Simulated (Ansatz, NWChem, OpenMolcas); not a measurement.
## Exact exchange and the vertical energy of the triplet above the singlet of MgCl2

MgCl2 has 3 atoms, charge 0, and is taken as a singlet. SMILES: `[Cl][Mg][Cl]`. The coordinates come from a PBE0-D4/def2-TZVP relaxation.

The vertical energy of the triplet above the singlet y, in eV, basis cc-pVTZ; a is the functional's share of exact exchange. Programs: Ansatz 0.2.0, NWChem 7.3.0, OpenMolcas 26.06.

| functional | program | a | y (eV) |
| --- | --- | --- | --- |
| revPBE | NWChem | 0 | 5.15 |
| PBE | NWChem | 0 | 5.12 |
| B3LYP | OpenMolcas | 0.2 | 5.50 |
| PBE0 | OpenMolcas | 0.25 | ? |
| BHLYP | Ansatz | 0.5 | 6.07 |

**Question.** Fit y = c + s·a to the known rows and predict PBE0.

**Answer.** 
1. Means of the 4 rows: a = 0.1750, y = 5.460.
2. Σ(Δa)² = 0.1675, Σ(Δa·Δy) = 0.313, so the slope is 0.313/0.1675 = 1.8687.
3. Intercept: 5.460 − (1.8687) × 0.1750 = 5.133. The largest residual of the fit is 0.017.
4. PBE0: 5.133 + (1.8687) × 0.25 = 5.60 eV.

The run gave 5.64 eV, so the prediction is off by -0.04 eV, more than the scatter of the fit.
